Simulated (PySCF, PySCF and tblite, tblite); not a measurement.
# C4H10S: conformers and averaged spectra, part 1 of 2

Aim: find the conformers of C4H10S (`CCSCC`), weigh them, and average their properties.

Programs: PySCF 2.14.0 with density-fitted response routines of our own, and tblite 0.8.0. All values are computed, except where a source is named. Atoms count from 0 throughout.

### 1 The starting structure

15 atoms, charge 0, multiplicity 1; geometry from: MMFF94s geometry.

Bonds of the start (Å): C0–C1 1.52, C0–H5 1.09, C0–H6 1.10, C0–H7 1.09, C1–H8 1.10, C1–H9 1.08, C1–S2 1.84, C3–C4 1.51, C3–H10 1.10, C3–H11 1.10, C4–H12 1.09, C4–H13 1.09, C4–H14 1.10, S2–C3 1.81.

### 2 GFN2-xTB relaxation, conformer 1

What the job is given:

```
{"job": {"xc": "GFN2-xTB", "basis": "xTB", "kind": "relax"}, "charge": 0, "multiplicity": 1}
C     -1.811300    -0.376300    -0.598900
C     -0.865100     0.776200    -0.875000
S     -0.172900     1.502900     0.663000
C      0.752700     0.113100     1.349200
C      1.903700    -0.341400     0.482200
H     -1.316300    -1.242600    -0.172400
H     -2.628300    -0.069300     0.071800
H     -2.270600    -0.694500    -1.534300
H     -0.041300     0.451900    -1.522300
H     -1.401500     1.567700    -1.385800
H      0.075200    -0.729600     1.569100
H      1.150300     0.436700     2.322300
H      1.549400    -0.782200    -0.451400
H      2.497500    -1.105000     0.990600
H      2.574200     0.500500     0.241700
```

Command:

```sh
OMP_NUM_THREADS=1 python ens_run.py task.json out
```

This one command runs the whole study; its stages follow in the order run.

What it wrote:

```text
step      E/eV     max force
  0    -459.88316    0.954
  1    -459.90878    0.358
  2    -459.91653    0.224
  3    -459.92263    0.198
  4    -459.92632    0.221
  5    -459.92860    0.132
  6    -459.92952    0.065
  7    -459.93009    0.070
  8    -459.93057    0.066
  9    -459.93081    0.038
 10    -459.93081    0.038
 11    -459.93086    0.018
 12    -459.93092    0.015
 13    -459.93095    0.018
 14    -459.93101    0.017
 15    -459.93106    0.018
 16    -459.93112    0.021
 17    -459.93119    0.027
 18    -459.93129    0.034
 19    -459.93139    0.027
 20    -459.93147    0.024
 21    -459.93153    0.022
 22    -459.93158    0.022
 23    -459.93162    0.019
 24    -459.93166    0.018
 25    -459.93168    0.018
 26    -459.93171    0.017
 27    -459.93173    0.015
 28    -459.93175    0.013
 29    -459.93177    0.014
 30    -459.93179    0.014
 31    -459.93181    0.012
 32    -459.93182    0.009
 33    -459.93184    0.010
 34    -459.93186    0.009
 35    -459.93187    0.008
 36    -459.93188    0.009
 37    -459.93190    0.014
 38    -459.93194    0.022
 39    -459.93198    0.022
 40    -459.93202    0.020
 41    -459.93205    0.021
 42    -459.93208    0.019
 43    -459.93213    0.028
 44    -459.93218    0.028
 45    -459.93223    0.016
 46    -459.93226    0.014
 47    -459.93228    0.012
 48    -459.93230    0.015
 49    -459.93231    0.009
 50    -459.93232    0.008
 51    -459.93233    0.008
 52    -459.93234    0.013
 53    -459.93235    0.014
 54    -459.93236    0.008
 55    -459.93237    0.009
 56    -459.93238    0.008
 57    -459.93239    0.013
 58    -459.93241    0.019
 59    -459.93244    0.019
 60    -459.93248    0.024
 61    -459.93253    0.028
 62    -459.93261    0.033
 63    -459.93278    0.057
 64    -459.93315    0.094
 65    -459.93353    0.122
 66    -459.93414    0.087
 67    -459.93466    0.037
 68    -459.93490    0.043
 69    -459.93509    0.054
 70    -459.93502    0.094
 71    -459.93575    0.065
 72    -459.93605    0.048
 73    -459.93547    0.139
 74    -459.93638    0.016
 75    -459.93649    0.018
 76    -459.93642    0.074
 77    -459.93665    0.018
 78    -459.93671    0.016
 79    -459.93681    0.021
 80    -459.93684    0.011
 81    -459.93687    0.012
 82    -459.93689    0.016
 83    -459.93693    0.013
 84    -459.93694    0.012
 85    -459.93695    0.010
 86    -459.93696    0.008
 87    -459.93697    0.007
 88    -459.93698    0.006
 89    -459.93698    0.005
 90    -459.93698    0.006
 91    -459.93699    0.007
 92    -459.93700    0.008
 93    -459.93701    0.007
 94    -459.93701    0.008
 95    -459.93702    0.009
 96    -459.93703    0.010
 97    -459.93704    0.009
 98    -459.93705    0.006
 99    -459.93706    0.005
100    -459.93706    0.005
101    -459.93706    0.004
```

It took 0.46 s on 1 thread of Arm Neoverse V1, shared host.

Relaxing gained 0.054 eV and moved the atoms by 0.34 Å on average (rms).

**GFN2-xTB relaxation, conformer 2**

What the job is given:

```
{"job": {"xc": "GFN2-xTB", "basis": "xTB", "kind": "relax"}, "charge": 0, "multiplicity": 1}
C      2.498200     0.645900    -0.091900
C      1.102600     0.095300     0.190500
S      0.018400     0.382700    -1.217500
C     -1.446700    -0.564200    -0.698400
C     -2.184100     0.086500     0.468800
H      2.453900     1.729100    -0.267600
H      3.151100     0.473400     0.760100
H      2.948500     0.172100    -0.960400
H      1.183000    -0.988100     0.389700
H      0.693500     0.577700     1.093200
H     -1.141200    -1.589600    -0.425200
H     -2.122300    -0.653800    -1.548400
H     -2.497500     1.109200     0.218600
H     -1.571000     0.122100     1.367600
H     -3.090700    -0.474000     0.699100
```

What it wrote:

```text
step      E/eV     max force
  0    -459.85182    1.060
  1    -459.88056    0.394
  2    -459.89029    0.188
  3    -459.89414    0.167
  4    -459.89701    0.154
  5    -459.89839    0.082
  6    -459.89904    0.073
  7    -459.89948    0.057
  8    -459.89985    0.048
  9    -459.90007    0.034
 10    -459.90007    0.034
 11    -459.90014    0.023
 12    -459.90025    0.017
 13    -459.90029    0.019
 14    -459.90037    0.021
 15    -459.90042    0.018
 16    -459.90049    0.021
 17    -459.90055    0.023
 18    -459.90062    0.025
 19    -459.90068    0.024
 20    -459.90073    0.019
 21    -459.90076    0.015
 22    -459.90080    0.015
 23    -459.90083    0.019
 24    -459.90087    0.020
 25    -459.90090    0.015
 26    -459.90094    0.018
 27    -459.90097    0.018
 28    -459.90101    0.019
 29    -459.90104    0.017
 30    -459.90107    0.012
 31    -459.90110    0.013
 32    -459.90114    0.013
 33    -459.90117    0.014
 34    -459.90120    0.013
 35    -459.90122    0.014
 36    -459.90124    0.014
 37    -459.90127    0.015
 38    -459.90130    0.013
 39    -459.90132    0.010
 40    -459.90133    0.008
 41    -459.90134    0.010
 42    -459.90136    0.013
 43    -459.90138    0.010
 44    -459.90139    0.008
 45    -459.90139    0.006
 46    -459.90140    0.006
 47    -459.90140    0.006
 48    -459.90140    0.005
 49    -459.90141    0.005
 50    -459.90141    0.006
 51    -459.90142    0.008
 52    -459.90142    0.007
 53    -459.90143    0.005
 54    -459.90143    0.005
 55    -459.90144    0.008
 56    -459.90145    0.010
 57    -459.90146    0.010
 58    -459.90146    0.007
 59    -459.90147    0.007
 60    -459.90148    0.010
 61    -459.90150    0.015
 62    -459.90151    0.012
 63    -459.90152    0.007
 64    -459.90153    0.005
 65    -459.90153    0.004
```

It took 0.27 s on 1 thread of Arm Neoverse V1, shared host.

Relaxing gained 0.050 eV and moved the atoms by 0.04 Å on average (rms).

GFN2-xTB relaxation, conformer 3:

What the job is given:

```
{"job": {"xc": "GFN2-xTB", "basis": "xTB", "kind": "relax"}, "charge": 0, "multiplicity": 1}
C      1.975100    -0.206800    -0.380400
C      1.129800     0.923100     0.205100
S     -0.296500     1.284600    -0.833600
C     -1.636200     0.508700     0.121400
C     -1.532600    -1.013900     0.168200
H      2.336800     0.059900    -1.376700
H      2.835700    -0.396600     0.254400
H      1.406700    -1.131900    -0.457400
H      0.824500     0.670500     1.234800
H      1.740300     1.824900     0.276900
H     -2.587900     0.783900    -0.336900
H     -1.642000     0.907800     1.146700
H     -2.415800    -1.431500     0.670600
H     -0.648800    -1.348600     0.716600
H     -1.493700    -1.426200    -0.846400
```

What it wrote:

```text
step      E/eV     max force
  0    -459.86284    1.013
  1    -459.89068    0.393
  2    -459.90365    0.260
  3    -459.90762    0.202
  4    -459.91146    0.126
  5    -459.91283    0.079
  6    -459.91353    0.076
  7    -459.91396    0.057
  8    -459.91428    0.033
  9    -459.91428    0.033
 10    -459.91437    0.027
 11    -459.91447    0.016
 12    -459.91450    0.015
 13    -459.91456    0.016
 14    -459.91458    0.012
 15    -459.91460    0.009
 16    -459.91461    0.010
 17    -459.91463    0.011
 18    -459.91465    0.010
 19    -459.91467    0.011
 20    -459.91469    0.013
 21    -459.91471    0.015
 22    -459.91476    0.022
 23    -459.91482    0.028
 24    -459.91490    0.025
 25    -459.91497    0.014
 26    -459.91499    0.010
 27    -459.91501    0.009
 28    -459.91502    0.010
 29    -459.91504    0.012
 30    -459.91505    0.010
 31    -459.91507    0.011
 32    -459.91509    0.014
 33    -459.91511    0.015
 34    -459.91514    0.013
 35    -459.91516    0.012
 36    -459.91518    0.011
 37    -459.91520    0.011
 38    -459.91522    0.011
 39    -459.91523    0.006
 40    -459.91523    0.006
 41    -459.91524    0.006
 42    -459.91524    0.009
 43    -459.91526    0.011
 44    -459.91527    0.009
 45    -459.91528    0.009
 46    -459.91529    0.009
 47    -459.91530    0.014
 48    -459.91532    0.016
 49    -459.91535    0.015
 50    -459.91537    0.012
 51    -459.91539    0.012
 52    -459.91541    0.014
 53    -459.91543    0.014
 54    -459.91545    0.011
 55    -459.91546    0.010
 56    -459.91547    0.009
 57    -459.91548    0.009
 58    -459.91549    0.007
 59    -459.91549    0.005
 60    -459.91549    0.005
 61    -459.91550    0.005
 62    -459.91550    0.004
 63    -459.91550    0.004
```

Wall time 0.26 s (1 thread of Arm Neoverse V1, shared host).

Relaxing gained 0.053 eV and moved the atoms by 0.05 Å on average (rms).

### 3 GFN2-xTB relaxation, conformer 4

What the job is given:

```
{"job": {"xc": "GFN2-xTB", "basis": "xTB", "kind": "relax"}, "charge": 0, "multiplicity": 1}
C      2.711400     0.178500    -0.402800
C      1.361600    -0.399600     0.008100
S      0.025100     0.709300    -0.463400
C     -1.383500    -0.254900     0.156800
C     -2.690200     0.457600    -0.105200
H      2.882400     1.147500     0.076200
H      3.514200    -0.490700    -0.112200
H      2.766700     0.319700    -1.483300
H      1.226000    -1.379500    -0.462000
H      1.343800    -0.544400     1.107600
H     -1.265900    -0.410400     1.241600
H     -1.393600    -1.244900    -0.321300
H     -3.533800    -0.129500     0.279500
H     -2.844100     0.603300    -1.189300
H     -2.724500     1.445900     0.381800
```

What it wrote:

```text
step      E/eV     max force
  0    -459.81767    1.037
  1    -459.84934    0.385
  2    -459.85655    0.146
  3    -459.85877    0.100
  4    -459.86015    0.092
  5    -459.86099    0.085
  6    -459.86140    0.059
  7    -459.86166    0.050
  8    -459.86191    0.039
  9    -459.86191    0.039
 10    -459.86201    0.026
 11    -459.86216    0.032
 12    -459.86224    0.036
 13    -459.86243    0.029
 14    -459.86254    0.026
 15    -459.86266    0.024
 16    -459.86278    0.027
 17    -459.86290    0.025
 18    -459.86298    0.019
 19    -459.86301    0.010
 20    -459.86303    0.010
 21    -459.86304    0.008
 22    -459.86305    0.008
 23    -459.86305    0.006
 24    -459.86306    0.005
 25    -459.86306    0.005
 26    -459.86306    0.005
 27    -459.86307    0.004
 28    -459.86307    0.005
 29    -459.86307    0.006
 30    -459.86308    0.007
 31    -459.86309    0.010
 32    -459.86310    0.010
 33    -459.86310    0.006
 34    -459.86311    0.006
 35    -459.86311    0.005
 36    -459.86312    0.005
 37    -459.86312    0.005
 38    -459.86312    0.004
```

It took 0.15 s on 1 thread of Arm Neoverse V1, shared host.

The energy fell by 0.045 eV, and the atoms moved 0.02 Å (root mean square).

### 4 DFT optimisation, conformer 1: PBE0-D3(BJ)/def2-SVP

What the job is given:

```
{"job": {"kind": "geom", "xc": "PBE0", "basis": "def2-SVP", "d3": "d3bj", "grid": 1, "maxiter": 40}, "charge": 0, "multiplicity": 1}
C     -2.076799    -0.289891    -0.561152
C     -0.897179     0.606520    -0.886033
S     -0.163607     1.367626     0.603888
C      0.824804    -0.019876     1.263568
C      2.137182    -0.202967     0.525396
H     -1.772524    -1.127261     0.063499
H     -2.840958     0.273797    -0.031561
H     -2.506193    -0.686639    -1.479227
H     -0.108949     0.064137    -1.406966
H     -1.210383     1.449729    -1.500385
H      0.209331    -0.917739     1.222290
H      1.000423     0.239144     2.306870
H      1.967184    -0.451527    -0.520245
H      2.710414    -1.009082     0.979662
H      2.722841     0.712018     0.570235
```

What it wrote:

```text
step   0  E = -556.07190001  max force = 0.017011
step   1  E = -556.07356126  max force = 0.003027
step   2  E = -556.07361103  max force = 0.000390
step   3  E = -556.07361919  max force = 0.001348
step   4  E = -556.07362610  max force = 0.000998
step   5  E = -556.07363206  max force = 0.000208
optimisation converged
```

It took 31 s on 1 thread of Arm Neoverse V1, shared host; peak memory 0.49 GiB.

Gain 0.047 eV; displacement 0.13 Å root mean square.

### 5 DFT optimisation, conformer 2: PBE0-D3(BJ)/def2-SVP

What the job is given:

```
{"job": {"kind": "geom", "xc": "PBE0", "basis": "def2-SVP", "d3": "d3bj", "grid": 1, "maxiter": 40}, "charge": 0, "multiplicity": 1}
C      2.511688     0.640549    -0.097925
C      1.130827     0.101153     0.219987
S      0.001406     0.413718    -1.187824
C     -1.447436    -0.565157    -0.665714
C     -2.222152     0.079261     0.468360
H      2.466054     1.712319    -0.275298
H      3.187009     0.450606     0.733889
H      2.908338     0.162022    -0.990087
H      1.157227    -0.977854     0.379959
H      0.716847     0.591959     1.101332
H     -1.093553    -1.561265    -0.396600
H     -2.063569    -0.637556    -1.561430
H     -2.515156     1.090264     0.195265
H     -1.622746     0.124276     1.374962
H     -3.119197    -0.499929     0.679212
```

What it wrote:

```text
step   0  E = -556.07122524  max force = 0.014161
step   1  E = -556.07278918  max force = 0.003342
step   2  E = -556.07283044  max force = 0.000519
step   3  E = -556.07283514  max force = 0.000093
optimisation converged
```

It took 20 s on 1 thread of Arm Neoverse V1, shared host; peak memory 0.49 GiB.

Gain 0.044 eV; displacement 0.05 Å root mean square.

### 6 DFT optimisation, conformer 3: PBE0-D3(BJ)/def2-SVP

What the job is given:

```
{"job": {"kind": "geom", "xc": "PBE0", "basis": "def2-SVP", "d3": "d3bj", "grid": 1, "maxiter": 40}, "charge": 0, "multiplicity": 1}
C      1.992020    -0.209964    -0.356354
C      1.160350     0.930684     0.200565
S     -0.320682     1.283561    -0.816530
C     -1.638769     0.478767     0.157331
C     -1.562142    -1.035798     0.147816
H      2.320021     0.026082    -1.365632
H      2.869833    -0.368353     0.267949
H      1.418682    -1.132847    -0.391665
H      0.812571     0.723381     1.211644
H      1.738238     1.854749     0.207516
H     -2.560408     0.822287    -0.311650
H     -1.588871     0.877435     1.171484
H     -2.439686    -1.452465     0.639157
H     -0.677876    -1.385151     0.676288
H     -1.527695    -1.404379    -0.874813
```

What it wrote:

```text
step   0  E = -556.07060433  max force = 0.014306
step   1  E = -556.07226431  max force = 0.002677
step   2  E = -556.07230883  max force = 0.000343
step   3  E = -556.07231460  max force = 0.000165
optimisation converged
```

Wall time 20 s (1 thread of Arm Neoverse V1, shared host); peak memory 0.52 GiB.

The energy fell by 0.047 eV, and the atoms moved 0.04 Å (root mean square).

### 7 DFT optimisation, conformer 4: PBE0-D3(BJ)/def2-SVP

What the job is given:

```
{"job": {"kind": "geom", "xc": "PBE0", "basis": "def2-SVP", "d3": "d3bj", "grid": 1, "maxiter": 40}, "charge": 0, "multiplicity": 1}
C      2.711263     0.174269    -0.398289
C      1.372842    -0.404651     0.016150
S      0.016247     0.722135    -0.473837
C     -1.388808    -0.261058     0.165982
C     -2.697493     0.454116    -0.106416
H      2.868877     1.139003     0.077789
H      3.514708    -0.498337    -0.104942
H      2.745264     0.313930    -1.476038
H      1.191939    -1.364957    -0.469997
H      1.317799    -0.530821     1.098863
H     -1.230775    -0.398084     1.237186
H     -1.361123    -1.232295    -0.331143
H     -3.529535    -0.133941     0.275664
H     -2.831996     0.600419    -1.175383
H     -2.703624     1.428261     0.376583
```

What it wrote:

```text
step   0  E = -556.07076902  max force = 0.012133
step   1  E = -556.07221080  max force = 0.002313
step   2  E = -556.07223036  max force = 0.000463
step   3  E = -556.07223118  max force = 0.000064
optimisation converged
```

It took 19 s on 1 thread of Arm Neoverse V1, shared host; peak memory 0.51 GiB.

Relaxing gained 0.040 eV and moved the atoms by 0.03 Å on average (rms).

### 8 Shieldings, conformer 1: KT2/pcSseg-1

What the job is given:

```
{"job": {"xc": "KT2", "basis": "pcSseg-1", "kind": "nmr", "pop": true}, "charge": 0, "multiplicity": 1}
C     -1.972949    -0.336319    -0.685109
C     -0.868800     0.667376    -0.960027
S     -0.150905     1.427609     0.525049
C      0.824561     0.050668     1.197420
C      2.091958    -0.261220     0.423916
H     -1.603924    -1.196565    -0.105653
H     -2.790495     0.126494    -0.113145
H     -2.386367    -0.729038    -1.628256
H     -0.061855     0.221698    -1.564085
H     -1.251456     1.521557    -1.540278
H      0.179673    -0.838423     1.288666
H      1.060541     0.366010     2.225835
H      1.870548    -0.576409    -0.607413
H      2.650704    -1.080518     0.904803
H      2.746172     0.621330     0.370693
```

What it wrote:

```text
coarse grid: 12168 points
cycle   1  E = -562.3775499123  dE =  1.254e-01  |g| = 4.727e-01  |ddm| = 3.275e+00
cycle   2  E = -562.3195232784  dE =  5.803e-02  |g| = 6.635e-01  |ddm| = 1.115e+00
cycle   3  E = -562.4401477227  dE = -1.206e-01  |g| = 7.904e-02  |ddm| = 6.402e-01
cycle   4  E = -562.4416116277  dE = -1.464e-03  |g| = 2.500e-02  |ddm| = 1.367e-01
cycle   5  E = -562.4417794722  dE = -1.678e-04  |g| = 4.551e-03  |ddm| = 3.314e-02
cycle   6  E = -562.4417842657  dE = -4.794e-06  |g| = 1.221e-03  |ddm| = 4.824e-03
final grid: 110304 points
cycle   7  E = -562.4723083035  dE = -1.408e-04  |g| = 1.870e-02  |ddm| = 3.630e-02
cycle   8  E = -562.4721533474  dE =  1.550e-04  |g| = 2.980e-02  |ddm| = 4.279e-02
cycle   9  E = -562.4723816415  dE = -2.283e-04  |g| = 2.404e-03  |ddm| = 3.126e-02
cycle  10  E = -562.4723832094  dE = -1.568e-06  |g| = 5.887e-04  |ddm| = 3.808e-03
cycle  11  E = -562.4723833020  dE = -9.259e-08  |g| = 9.507e-05  |ddm| = 6.589e-04
cycle  12  E = -562.4723833040  dE = -2.019e-09  |g| = 3.006e-05  |ddm| = 1.229e-04
cycle  13  E = -562.4723833042  dE = -2.300e-10  |g| = 5.874e-06  |ddm| = 3.901e-05
converged SCF energy = -562.4723833042

GIAO shielding tensors (ppm)
atom      isotropic    diamagn.    paramagn.     s11        s22        s33       span
  0 C      167.696     248.339     -80.643    143.913    173.511    185.664     41.751
  1 C      155.427     250.924     -95.497    138.138    156.031    172.113     33.975
  2 S      473.495    1059.427    -585.931    407.454    423.541    589.491    182.038
  3 C      155.444     250.960     -95.515    138.171    155.982    172.180     34.010
  4 C      167.663     248.259     -80.596    143.929    173.449    185.609     41.680
  5 H       29.817      31.160      -1.343     24.942     30.122     34.386      9.444
  6 H       30.339      29.108       1.231     26.542     28.114     36.362      9.820
  7 H       29.932      28.231       1.701     25.087     27.184     37.526     12.438
  8 H       28.401      32.233      -3.832     22.543     28.828     33.831     11.288
  9 H       29.037      30.109      -1.072     22.843     28.120     36.148     13.304
 10 H       28.402      32.304      -3.902     22.549     28.842     33.816     11.267
 11 H       29.035      30.154      -1.119     22.838     28.125     36.143     13.305
 12 H       29.821      31.103      -1.281     24.956     30.114     34.394      9.438
 13 H       29.933      28.201       1.731     25.084     27.182     37.533     12.448
 14 H       30.334      29.041       1.293     26.536     28.113     36.354      9.817
```

It took 19 s on 1 thread of Arm Neoverse V1, shared host; peak memory 0.59 GiB.

In short: HOMO -5.16 eV, LUMO 0.20 eV; dipole 1.64 D.

### 9 Single-point energy, conformer 1: PBE0/def2-SVP

Changed since step 8:

```diff
@@ -1,2 +1,2 @@
-{"job": {"xc": "KT2", "basis": "pcSseg-1", "kind": "nmr", "pop": true}, "charge": 0, "multiplicity": 1}
+{"job": {"xc": "PBE0", "basis": "def2-SVP", "kind": "sp"}, "charge": 0, "multiplicity": 1}
 C     -1.972949    -0.336319    -0.685109
```

What it wrote:

```text
coarse grid: 12168 points
cycle   1  E = -555.9751414695  dE =  1.580e-01  |g| = 3.027e-01  |ddm| = 3.645e+00
cycle   2  E = -555.9785774014  dE = -3.436e-03  |g| = 3.017e-01  |ddm| = 7.690e-01
cycle   3  E = -556.0027667277  dE = -2.419e-02  |g| = 3.026e-02  |ddm| = 3.166e-01
cycle   4  E = -556.0029611168  dE = -1.944e-04  |g| = 1.580e-02  |ddm| = 7.296e-02
cycle   5  E = -556.0030307320  dE = -6.962e-05  |g| = 3.382e-03  |ddm| = 2.598e-02
cycle   6  E = -556.0030334429  dE = -2.711e-06  |g| = 7.381e-04  |ddm| = 3.642e-03
final grid: 110304 points
cycle   7  E = -556.0631146313  dE = -2.503e-05  |g| = 8.910e-03  |ddm| = 2.917e-02
cycle   8  E = -556.0631019625  dE =  1.267e-05  |g| = 1.125e-02  |ddm| = 2.001e-02
cycle   9  E = -556.0631355810  dE = -3.362e-05  |g| = 5.764e-04  |ddm| = 1.183e-02
cycle  10  E = -556.0631356685  dE = -8.753e-08  |g| = 1.441e-04  |ddm| = 8.332e-04
cycle  11  E = -556.0631356734  dE = -4.897e-09  |g| = 3.457e-05  |ddm| = 1.530e-04
cycle  12  E = -556.0631356737  dE = -3.096e-10  |g| = 6.572e-06  |ddm| = 4.902e-05
converged SCF energy = -556.0631356737
```

It took 4.3 s on 1 thread of Arm Neoverse V1, shared host; peak memory 0.56 GiB.

In short: HOMO -6.14 eV, LUMO 1.58 eV; dipole 1.61 D.

(Continued in part 2 of 2.)
